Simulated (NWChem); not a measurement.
# C2H2F3 (SMILES [CH2]C(F)(F)F): name the method

C2H2F3: 7 atoms, total charge 0, spin state doublet. As SMILES, `[CH2]C(F)(F)F`. Geometry: relaxed at PBE0-D4/def2-TZVP.

```tsv
atom	x (Å)	y (Å)	z (Å)
C	-0.2643	0.8238	0.2739
C	0.1956	-0.5100	-0.1572
F	-0.7584	-1.1772	-0.8366
F	0.5343	-1.2791	0.8860
F	1.2598	-0.4300	-0.9672
H	-0.7913	0.9184	1.2112
H	-0.1758	1.6541	-0.4102
```

A calculation with NWChem 7.3.0 gave:

| Item | Value |
| --- | --- |
| total energy | -370.0375 Eh |
| dipole moment | 1.55 D |
| HOMO energy | -10.49 eV |
| LUMO energy | 7.07 eV |
| ⟨S²⟩ | 0.765 |
| largest force | 2.631 eV/Å |

**Question.** Which of these levels gave the numbers?
A. B3LYP/6-31G* (spherical functions)
B. HF/STO-3G
C. B3LYP/6-31G* (Cartesian functions)
D. HF/3-21G

**Answer.** B. The others give -373.1508 Eh (HF/3-21G), -376.8757 Eh (B3LYP/6-31G* (Cartesian functions)), -376.8718 Eh (B3LYP/6-31G* (spherical functions)).
